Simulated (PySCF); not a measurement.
## Spin–spin coupling constants

Geometry:
```tsv
atom	x (Å)	y (Å)	z (Å)
F1	-1.214	0.187	1.255
C2	-0.768	-0.048	0.007
F3	-1.288	0.906	-0.787
C4	0.770	0.050	-0.013
F5	1.218	-0.179	-1.261
F6	1.290	-0.908	0.777
H7	-1.127	-1.033	-0.326
H8	1.128	1.034	0.325
```

Couplings: B3LYP/pcJ-1 in PySCF 2.14.0 with density-fitted response routines, geometry GFN2-xTB; gas phase, one conformer, non-relativistic. Couplings are averaged over pairs made equivalent by symmetry, fast rotation or ring inversion, so a value needn't be that of the named pair in this geometry, while other rotamers aren't included; one pair stands for each set, and the list holds those of at least 1.5 Hz over up to four bonds. One-bond C–F couplings come out tens of Hz too large with common functionals.

Isotopes: $^{19}$F, $^{13}$C, $^{1}$H.

| pair | bonds | J (Hz) |
| --- | --- | --- |
| F1, C2 | 1 | -308.6 |
| C2, C4 | 1 | 68.7 |
| C2, H7 | 1 | 193.5 |
| F1, F3 | 2 | ? |
| F1, C4 | 2 | 35.0 |
| F1, H7 | 2 | ? |
| C2, H8 | 2 | 1.7 |
| F1, F5 | 3 | -6.9 |
| F1, F6 | 3 | -12.4 |
| F1, H8 | 3 | 1.7 |
| H7, H8 | 3 | ? |

Estimate the withheld couplings, with signs.

## Answers


- $^{2}J$(F1,F3) = 293.8 Hz
- $^{2}J$(F1,H7) = 59.8 Hz
- $^{3}J$(H7,H8) = 6.5 Hz (dihedral angle 180°)
